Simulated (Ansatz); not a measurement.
Ansatz (a program for electronic structure) input (MP2/def2-TZVP):

Ansatz 0.2 input:
```yaml
crystal:
  periodic: [false, false, false]
  atoms:
    - {symbol: O, position_ang: [-0.00091616, -0.01015443, 0.67280603]}
    - {symbol: C, position_ang: [0.00071614, 0.00793741, -0.52591197]}
    - {symbol: H, position_ang: [-0.00265489, 0.95544190, -1.09932737]}
    - {symbol: H, position_ang: [0.00568738, -0.92183092, -1.12764904]}
basis:
  gaussian:
    orbitals: def2-TZVP
magnetization: {spin_polarized: false}
correlation: {method: mp2, electrons: outside_noble_gas}
relax: {f_tol: 0.003, max_steps: 100}
```

End of the output:

```
548 factors; integrals over basis functions are off by at most 3.5e-4 eV
mean field: 0.09 GiB planned
mean field -3099.80735407 eV, -113.9158191371 hartree, gradient 2.4e-6 eV, S^2 0.000000; 1 other end points of the search recorded, 0 dependent functions left out
2 core orbitals not correlated
reference -3099.80735407 eV, -113.9158191371 hartree; 6, 6 occupied and 66, 66 virtual orbitals, 548 factors
densities: 0.09 GiB planned
second order -10.58808390 eV of doubles, -0.00000000 eV of singles
the calculation of the forces begins
Total energy: -3110.39543797 eV, -114.3049240437 hartree
Atom 0 at    -0.000924    -0.010240     0.678488 Å, force     0.000000     0.000002    -0.000134 eV/Å
Atom 1 at     0.000724     0.008029    -0.531978 Å, force    -0.000001    -0.000008     0.000546 eV/Å
Atom 2 at    -0.002648     0.953800    -1.099160 Å, force    -0.000002     0.000462    -0.000199 eV/Å
Atom 3 at     0.005680    -0.920194    -1.127432 Å, force     0.000002    -0.000455    -0.000213 eV/Å
Dipole moment:     0.000661     0.007321    -0.485073 e Å
Checks for a lower state left out: cluster_reference
```
